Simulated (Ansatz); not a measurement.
Job for Ansatz (a program for electronic structure): U-revPBE/def2-TZVPPD on H (SMILES [H]), 2S+1 = 2. Files ending in .json are basis or fitting sets from the Basis Set Exchange.

Ansatz 0.2 input:
```yaml
crystal:
  periodic: [false, false, false]
  atoms:
    - {symbol: H, position_ang: [0.00000000, 0.00000000, 0.00000000]}
basis:
  gaussian:
    orbitals: def2-TZVPPD.json
hamiltonian:
  xc: {name: revPBE}
magnetization: {spin_polarized: true, initial_magnetization: 1}
```

The head of its log:

```
WARN ansatz: RAYON_NUM_THREADS=2 ignored (pool sized by the plan → 2); use --threads N
Functional definition: revPBE
integrals: 0.00 GiB planned
59 factors; their error is unknown
mean field: 0.04 GiB planned
mean field evaluation 1: about -13.7139 eV, gradient 5.4e-1 eV
mean field evaluation 2: about -13.7180 eV, gradient 8.4e-2 eV
```

Give the final energy of this run.

-0.5041 hartree.
